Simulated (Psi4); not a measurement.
# BNH3 (SMILES B[NH]): a chain of runs

Wanted: a geometry optimisation (U-wB97X-D/aug-cc-pVDZ), then the harmonic vibrations of BNH3. The job is set up through an ASE script.

Program for the calculation: Psi4 1.11.

**1. The system as given**

BNH3: 5 atoms, total charge 0, spin state doublet. SMILES: `B[NH]`. All atoms were displaced at random from a relaxed shape. The run starts from this shape.

Bond lengths: B1–N2 1.386 Å, B1–H3 1.057 Å, B1–H4 1.268 Å, N2–H5 1.104 Å. Angles: B1–N2–H5 160.8°, N2–B1–H3 118.4°, N2–B1–H4 108.9°, H3–B1–H4 130.8°.

**2. A geometry optimisation at U-wB97X-D/aug-cc-pVDZ (density fitting) (run 1)**

Input file run_ase.py:

```python
import numpy as np
from ase.calculators.psi4 import Psi4
from ase import Atoms
from ase.optimize import FIRE

atoms = Atoms(['B', 'N', 'H', 'H', 'H'], positions=[
    [-0.318770, -0.478819, -0.073823],
    [0.465158, 0.664120, -0.062169],
    [-0.422029, -1.026708, 0.824259],
    [-1.010760, -0.491683, -1.136678],
    [1.238695, 1.395319, 0.232316],
])
calc = Psi4(atoms=atoms, method='wb97x-d', basis='aug-cc-pVDZ', memory='1600MB', num_threads=1, charge=0, multiplicity=2, label='bh3n', reference='uks')
atoms.calc = calc

opt = FIRE(atoms)
done = opt.run(fmax=0.05, steps=60)
print('converged:', done)
for s, p in zip(atoms.symbols, atoms.positions):
    print(f'{s:2s} {p[0]:12.6f} {p[1]:12.6f} {p[2]:12.6f}')
```

On the command line:

```sh
$ python run_ase.py
```

bh3n.dat, cut to the lines that bear on the results:

```text
[...]
  Running in c1 symmetry.
[...]
  Nuclear repulsion =   27.005909714305385
[...]
  Multiplicity = 2
[...]
  Nalpha       = 8
  Nbeta        = 7
[...]
    Number of basis functions: 73
[...]
   @DF-UKS iter   1:   -81.14799618873008   -6.67275e-01   8.24878e-03 ADIIS/DIIS
[...]
   @DF-UKS iter  15:   -81.33108957817916   -1.36566e-11   3.79912e-09 DIIS
[...]
   @S^2 Observed:                7.586057546E-01
[...]
    Orbital Energies [Eh]
    ---------------------
    Alpha Occupied:
       1A    -14.482756     2A     -6.858726     3A     -0.967212
       4A     -0.666555     5A     -0.515976     6A     -0.494703
       7A     -0.406242     8A     -0.356781
    Alpha Virtual:
       9A      0.036496    10A      0.050619    11A      0.051890
      12A      0.059490    13A      0.079426    14A      0.098880
      15A      0.109230    16A      0.112908    17A      0.160074
      18A      0.179593    19A      0.180986    20A      0.214222
      21A      0.234279    22A      0.244083    23A      0.267096
      24A      0.306701    25A      0.333118    26A      0.346083
[...]
  @DF-UKS Final Energy:   -81.33108957817916
   => Energetics <=
    Nuclear Repulsion Energy =             27.0059097143053854
    One-Electron Energy =                -162.1585163436580501
    Two-Electron Energy =                  62.0101507400075604
    DFT Exchange-Correlation Energy =      -8.1880956508294247
    Empirical Dispersion Energy =          -0.0005380380046252
    VV10 Nonlocal Energy =                  0.0000000000000000
    Total Energy =                        -81.3310895781791601
[...]
 Multipole Moments:
 ------------------------------------------------------------------------------------
     Multipole            Electronic (a.u.)      Nuclear  (a.u.)        Total (a.u.)
 ------------------------------------------------------------------------------------
 L = 1.  Multiply by 2.5417464519 to convert [e a0] to [Debye]
 Dipole X            :          0.4603600           -0.0990096            0.3613504
 Dipole Y            :          0.6233957           -0.2838447            0.3395510
 Dipole Z            :         -0.0646334            0.2066944            0.1420611
 Magnitude           :                                                    0.5158006
[...]
  -Total Gradient:
     Atom            X                  Y                   Z
    ------   -----------------  -----------------  -----------------
       1        0.000055344010     0.000299302560    -0.000493866678
       2        0.000024480079    -0.000121520060     0.000249410891
       3        0.000222670970    -0.000167326279     0.000746262506
       4        0.000394765370     0.000590043901    -0.000105049936
       5       -0.000371784521    -0.000240072371    -0.000372191481
[...]
```

Run time: 6.6 min. Hardware: 1 thread of AMD EPYC 7R13 (Zen 3), shared host; peak memory 1.2 GiB.

Steps, from the record of the run:

```
step  energy from the first frame kept (eV)  largest force (eV/Å)
   0                                 0.0000                7.0138
   2                                -0.5231                2.8276
   4                                -0.6222                1.7332
   6                                -0.6644                1.8838
   8                                -0.6741                1.1140
  10                                -0.6816                0.6655
  12                                -0.6885                0.5521
  14                                -0.6912                0.5125
  16                                -0.6933                0.6009
  18                                -0.6960                0.3384
  20                                -0.6964                0.4492
  22                                -0.6972                0.3871
  24                                -0.6981                0.2898
  26                                -0.6990                0.1840
  28                                -0.6998                0.1288
  30                                -0.7002                0.1564
  32                                -0.7002                0.1798
  34                                -0.7003                0.1689
  36                                -0.7004                0.1502
  38                                -0.7006                0.1256
  40                                -0.7007                0.0931
  42                                -0.7009                0.0701
  44                                -0.7011                0.0618
  46                                -0.7013                0.0648
  48                                -0.7016                0.0553
  49                                -0.7017                0.0410
```

After the run. Bond lengths: B1–N2 1.337 Å, B1–H3 1.217 Å, B1–H4 1.209 Å, N2–H5 1.004 Å. Angles: B1–N2–H5 165.3°, N2–B1–H3 118.6°, N2–B1–H4 120.3°, H3–B1–H4 121.1°.

**3. The harmonic vibrations at U-wB97X-D/aug-cc-pVDZ (density fitting) (run 2)**

Input file bh3n.xyz:

```xyz
5
BH3N
B     -0.350524    -0.404682    -0.105686
N      0.495034     0.628414    -0.042040
H     -0.443750    -1.140903     0.858675
H     -1.009555    -0.594067    -1.101711
H      1.190968     1.298151     0.231318
```

Input file run_ase.py:

```python
import numpy as np
from ase.calculators.psi4 import Psi4
from ase.io import read
from ase.vibrations import Vibrations

atoms = read('bh3n.xyz')
calc = Psi4(atoms=atoms, method='wb97x-d', basis='aug-cc-pVDZ', memory='1600MB', num_threads=1, charge=0, multiplicity=2, label='bh3n', reference='uks')
atoms.calc = calc

vib = Vibrations(atoms, delta=0.02)
vib.run()
vib.summary()
```

On the command line:

```sh
$ python run_ase.py
```

bh3n.dat, cut to the lines that bear on the results:

```text
[...]
  Running in c1 symmetry.
[...]
  Nuclear repulsion =   26.983666243250237
[...]
  Multiplicity = 2
[...]
  Nalpha       = 8
  Nbeta        = 7
[...]
    Number of basis functions: 73
[...]
   @DF-UKS iter   1:   -81.14852946724253   -6.69306e-01   8.23142e-03 DIIS/ADIIS
[...]
   @DF-UKS iter  15:   -81.33107529420940   -8.82494e-12   3.93576e-09 DIIS
[...]
   @S^2 Observed:                7.586145510E-01
[...]
  @DF-UKS Final Energy:   -81.33107529420940
   => Energetics <=
    Nuclear Repulsion Energy =             26.9836662432502372
    One-Electron Energy =                -162.1191395333898981
    Two-Electron Energy =                  61.9912297125053300
    DFT Exchange-Correlation Energy =      -8.1862931314959777
    Empirical Dispersion Energy =          -0.0005385850790979
    VV10 Nonlocal Energy =                  0.0000000000000000
    Total Energy =                        -81.3310752942093984
[...]
 Multipole Moments:
 ------------------------------------------------------------------------------------
     Multipole            Electronic (a.u.)      Nuclear  (a.u.)        Total (a.u.)
 ------------------------------------------------------------------------------------
 L = 1.  Multiply by 2.5417464519 to convert [e a0] to [Debye]
 Dipole X            :          0.4588363           -0.0990073            0.3598290
 Dipole Y            :          0.6234521           -0.2838447            0.3396074
 Dipole Z            :         -0.0710169            0.2241108            0.1530939
 Magnitude           :                                                    0.5179264
[...]
  -Total Gradient:
     Atom            X                  Y                   Z
    ------   -----------------  -----------------  -----------------
       1        0.000401749743     0.000449917675    -0.000303305772
       2       -0.003740462366    -0.003694076207    -0.001383292490
       3        0.000148201056    -0.000177345956     0.000704652187
       4        0.000331206082     0.000607238977    -0.000148714241
       5        0.003186045259     0.003180022404     0.001157343143
[...]
```

Standard output:

```text
---------------------
  #    meV     cm^-1
---------------------
  0    9.3i     74.9i
  1    5.1i     41.5i
  2    3.9i     31.5i
  3    1.1i      8.5i
  4    0.3       2.7
  5    2.7      22.2
  6   10.7      86.6
  7   27.2     219.1
  8   92.5     746.0
  9  114.2     920.9
 10  134.2    1082.7
 11  172.2    1388.7
 12  307.6    2481.0
 13  318.6    2569.5
 14  470.5    3795.1
---------------------
Zero-point energy: 0.825 eV
```

Run time: 4 min. Hardware: 1 thread of AMD EPYC 7R13 (Zen 3), shared host; peak memory 0.98 GiB.

**4. Summary of results**

| quantity | value |
| --- | --- |
| run 1, U-wB97X-D/aug-cc-pVDZ: total energy at the end | -81.33109 Eh |
| run 1, U-wB97X-D/aug-cc-pVDZ: dipole moment | 1.31 D |
| run 1, U-wB97X-D/aug-cc-pVDZ: HOMO energy (highest over α and β) | -9.71 eV |
| run 1, U-wB97X-D/aug-cc-pVDZ: LUMO energy (lowest over α and β) | -1.42 eV |
| run 1, U-wB97X-D/aug-cc-pVDZ: dispersion energy | -1.41 kJ/mol |
| run 1, U-wB97X-D/aug-cc-pVDZ: ⟨S²⟩ | 0.759 |

What this shows: The optimisation (run 1, U-wB97X-D/aug-cc-pVDZ) took 49 steps and changed the energy by -0.702 eV.
